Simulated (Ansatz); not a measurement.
What a trial cell of NaC2 relaxes into

Level of theory: Ansatz 0.2.0, DFT PBE, scalar-relativistic, plane waves, PAW. Cutoff 420 eV, Γ-centred k mesh, Gaussian smearing, no spin polarisation in the final step.

The start puts NaC2 on the rutile structure type (P4_2/mnm, No. 136), with Na in place of Ti, C in place of O, at a guessed volume.

```xyz
6
Lattice="4.9096 0.0000 0.0000 0.0000 4.9096 0.0000 0.0000 0.0000 3.1623" Properties=species:S:1:pos:R:3 pbc="T T T"
Na    0.0000    0.0000    0.0000
Na    2.4548    2.4548    1.5812
C     1.5023    1.5023    0.0000
C     0.9525    3.9572    1.5812
C     3.4073    3.4073    0.0000
C     3.9572    0.9525    1.5812
```

Steps on the 4×4×6 mesh (6 atoms). 12 of 26 steps are shown, and the free energy counts from the last. Trial steps that were taken back and renewals of the plane-wave basis can be among the rows.

| step | ΔF (meV/atom) | V (Å³/atom) | P (GPa) | largest force component (eV/Å) |
| --- | --- | --- | --- | --- |
| 1 | 2929.4 | 12.70 | 21.05 | 0.349 |
| 3 | 2698.6 | 14.51 | 7.77 | 0.332 |
| 6 | 2301.0 | 15.68 | -2.39 | 1.772 |
| 8 | 1454.0 | 15.60 | -9.20 | 4.754 |
| 10 | 805.9 | 15.04 | 27.25 | 15.124 |
| 12 | 400.9 | 14.55 | 12.70 | 6.132 |
| 15 | 112.3 | 15.24 | 6.85 | 0.163 |
| 17 | 64.2 | 15.93 | 4.56 | 0.016 |
| 19 | 17.8 | 16.93 | 1.35 | 0.058 |
| 21 | 11.6 | 17.54 | -0.04 | 0.005 |
| 24 | 0.4 | 17.62 | 0.36 | 0.181 |
| 26 | 0.0 | 17.69 | -0.03 | 0.002 |

A final relaxation ran on a 8×8×8 mesh. The relaxed crystal, P4_2/mnm (No. 136):

```
Na C
1.0
     4.49763    0.00000    0.00000
     0.00000    4.49763    0.00000
     0.00000    0.00000    5.24032
Na C
2 4
Direct
  0.00000 0.00000 0.00000
  0.50000 0.50000 0.50000
  0.40042 0.40042 0.00000
  0.09958 0.90042 0.50000
  0.59958 0.59958 0.00000
  0.90042 0.09958 0.50000
```

| Item | Value |
| --- | --- |
| Volume per atom | 17.67 Å³ |
| Density | 1.47 g/cm³ |
| Energy over the elements | 1.45 eV/atom |
| Gap on the 8×8×8 mesh | 0 eV (a metal) |

The zero of energy is the elements' standard structures at the same level; no fitted shifts are applied.

The final run used a 8×8×8 mesh on its 6-atom cell and 0.10 eV smearing. For metals, differences of a few meV/atom aren't resolved.

A structure relaxed within its symmetry needn't be a true minimum.

Cost: 3 runs of about 2.1 core-minutes in all, on Arm Neoverse V1 (shared hosts).